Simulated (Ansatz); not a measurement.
# BCl: basis-set convergence

The task here is to estimate one member of a computed series from the others.

Computed with Ansatz 0.2.0, Gaussian basis. Level: one geometry, several basis sets.

Plan: PBE0-D4/def2-SVP; ωB97M-V/def2-SVP; PBE0-D4/def2-QZVPP; ωB97M-V/def2-QZVPP; CCSD(T)/cc-pV(D+d)Z; CCSD(T)/cc-pV(T+d)Z; CCSD(T)/cc-pV(Q+d)Z; the functionals' def2-TZVPP values are taken from earlier runs.

### Structure used throughout

An earlier PBE0-D4 in a triple-zeta def2 set relaxation fixed the geometry.

2 atoms, charge 0, spin multiplicity 1.

Atoms are counted from 1 here; the program's logs count them from 0.

Bond lengths: B1–Cl2 1.718 Å.

Geometry (Å):

```xyz
2
BCl
B     0.0000    0.0000   -0.0697
Cl    0.0000    0.0000    1.6482
```

Set-up of the first run:

File in.yaml:

```yaml
crystal:
  periodic: [false, false, false]
  atoms:
    - {symbol: B, position_ang: [-0.000000, -0.000000, -0.069701]}
    - {symbol: Cl, position_ang: [0.000000, 0.000000, 1.648231]}
basis:
  gaussian: {orbitals: def2-SVP}
hamiltonian: {xc: pbe0, dispersion: d4}
output: {orbitals: {seedname: orbitals}}
```

The run is started by

```console
$ ansatz run in.yaml --threads 2 --pin off --events-out ev --progress --plain --max-ram 22528MiB --backend cpu
```

Steps of the session up to this table: PBE0-D4 in def2-SVP; ωB97M-V in def2-SVP; PBE0-D4 in def2-QZVPP; ωB97M-V in def2-QZVPP.

One table of the session follows, with a row left open; its other results are not shown here.

It belongs to the step «Functionals by basis». 

```
functional       basis  HOMO (eV)  LUMO (eV)
   PBE0-D4    def2-SVP      -7.33      -1.77
   PBE0-D4  def2-TZVPP      -7.46      -1.90
   PBE0-D4  def2-QZVPP      -7.47      -1.93
   ωB97M-V    def2-SVP          ?          ?
   ωB97M-V  def2-TZVPP      -9.68       0.27
   ωB97M-V  def2-QZVPP      -9.70       0.20
```

Q: Estimate the row for ωB97M-V, def2-SVP from the others.

The run gave: HOMO (eV): -9.49; LUMO (eV): 0.52. In the column «HOMO (eV)» it lies between ωB97M-V, def2-TZVPP (-9.68) and PBE0-D4, def2-QZVPP (-7.47).
